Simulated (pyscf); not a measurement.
Four-centre exchange: F–Mo(F)(F)–F [singlet] + HCl -> HF + F–Mo(F)(F)–Cl [singlet]

Gas phase, singlet surface, charge 0. Bonds broken: F1–Mo2, Cl6–H7. Bonds formed: F1–H7, Mo2–Cl6. PySCF, gas phase, ωB97X-D3(BJ)/def2-SVP geometries.

Transition state (Å):

```xyz
7

F     -1.4773     0.6854     0.3852
Mo     0.2464     0.1381    -0.6784
F      1.4085     0.8328     0.5242
F     -0.6385    -0.8132    -1.9399
F      1.1372     1.0651    -2.0337
Cl    -0.3524    -1.5608     0.9584
H     -1.4558    -0.1746     0.9442
```

One imaginary mode, 114i cm⁻¹; descent along it reached the two sides named, in the forms told below.

```csv
bond,change,reactant side (Å),saddle,product side
F1–Mo2,breaks,1.894,2.098,2.272
Cl6–H7,breaks,1.302,1.772,2.189
F1–H7,forms,2.066,1.026,0.951
Mo2–Cl6,forms,2.6,2.434,2.297
```

Electronic energies relative to the separated reactants (kcal/mol):

```json
[
 {"level": "ωB97X-D3(BJ)/def2-TZVP", "barrier": "2.6", "reaction energy": "-3.0", "reverse barrier": "5.5"},
 {"level": "PBE/def2-TZVP", "barrier": "5.3", "reaction energy": "+0.5", "reverse barrier": "4.8"},
 {"level": "r²SCAN/def2-TZVP", "barrier": "4.0", "reaction energy": "+0.5", "reverse barrier": "3.5"},
 {"level": "B3LYP-D3(BJ)/def2-TZVP", "barrier": "5.6", "reaction energy": "-0.7", "reverse barrier": "6.4"},
 {"level": "PBE0-D3(BJ)/def2-TZVP", "barrier": "4.1", "reaction energy": "-2.2", "reverse barrier": "6.3"},
 {"level": "M06-2X/def2-TZVP", "barrier": "2.6", "reaction energy": "-3.1", "reverse barrier": "5.7"},
 {"level": "ωB97M-D3(BJ)/def2-TZVP", "barrier": "6.1", "reaction energy": "+0.4", "reverse barrier": "5.7"}
]
```

With ωB97M-D3(BJ)/def2-TZVP energies and thermal terms (ideal gas, 1 atm, RRHO with modes under 100 cm⁻¹ raised to 100, one conformer, R ln 2 for chiral ones without a mode under 150 cm⁻¹), in kcal/mol:

```json
[
 {"T (K)": "298", "ΔH‡": "6.7", "ΔG‡": "16.9", "ΔH": "+1.6", "ΔG": "+0.7"},
 {"T (K)": "600", "ΔH‡": "6.5", "ΔG‡": "27.3", "ΔH": "+1.7", "ΔG": "-0.2"},
 {"T (K)": "900", "ΔH‡": "6.6", "ΔG‡": "37.7", "ΔH": "+1.7", "ΔG": "-1.2"},
 {"T (K)": "1200", "ΔH‡": "6.9", "ΔG‡": "48.0", "ΔH": "+1.7", "ΔG": "-2.2"}
]
```

On the reactant side the descent ends in an adduct with a Cl–Mo contact, 8.2 kcal/mol under the separated species and 10.8 kcal/mol under the saddle at ωB97X-D3(BJ)/def2-TZVP. On the product side the descent ends in an adduct with a F–Mo contact, 14.3 kcal/mol under the separated species and 19.8 kcal/mol under the saddle at ωB97X-D3(BJ)/def2-TZVP. What is counted as formed (Cl–Mo) is already present as a longer contact in the reactant adduct; forming that adduct is a step of its own. What is counted as broken (F–Mo) persists as a longer contact in the product adduct; parting that adduct is a step of its own. The other spin state of F–Mo(F)(F)–Cl [singlet] is not in these data. F–Mo(F)(F)–F [singlet] is an excited spin state, 14.6 kcal/mol over the triplet at ωB97X-D3(BJ). This is the saddle that the search found; another between the same sides may lie lower. 3 of the closed-shell references are unstable towards spin polarisation; treat their single-reference values with care. Elements past Kr carry the def2 core potentials, without spin-orbit coupling.
